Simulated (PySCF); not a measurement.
Reaction (SMILES): FCF + 2 [H][H] (H2) → C (CH4) + 2 F (HF)
B3LYP-D3(BJ)/def2-TZVP geometries, fixed; electronic energies without zero-point terms.

Effect of the atomic grid (radial, angular points) at PBE0/aug-cc-pVTZ with PySCF, against the last row, where the energy of full hydrogenation is -45.97 kcal/mol. Cost is core time over that of atom_grid: 30, 110, unpruned, rough, on shared machines of one kind.

```json
[
 {"setting": "atom_grid: 30, 110, unpruned", "grid points, largest species": "16504", "largest shift of a total energy (mEh)": "-0.149", "shift of the energy of full hydrogenation (kcal/mol)": "-0.232", "cost": "1×"},
 {"setting": "atom_grid: 50, 194, unpruned", "grid points, largest species": "48504", "largest shift of a total energy (mEh)": "0.061", "shift of the energy of full hydrogenation (kcal/mol)": "-0.055", "cost": "2×"},
 {"setting": "atom_grid: 75, 302, unpruned", "grid points, largest species": "113256", "largest shift of a total energy (mEh)": "0.011", "shift of the energy of full hydrogenation (kcal/mol)": "-0.009", "cost": "3×"},
 {"setting": "atom_grid: 99, 590, unpruned", "grid points, largest species": "292056", "largest shift of a total energy (mEh)": "-0.001", "shift of the energy of full hydrogenation (kcal/mol)": "0.001", "cost": "6×"},
 {"setting": "atom_grid: 150, 974, unpruned", "grid points, largest species": "730504", "largest shift of a total energy (mEh)": "0.000", "shift of the energy of full hydrogenation (kcal/mol)": "0.000", "cost": "10×"}
]
```

Within 0.1 kcal/mol in the energy of full hydrogenation: atom_grid: 50, 194, unpruned; atom_grid: 75, 302, unpruned; atom_grid: 99, 590, unpruned. The largest shift is 0.149 mEh in a total energy and 0.232 kcal/mol in the difference.
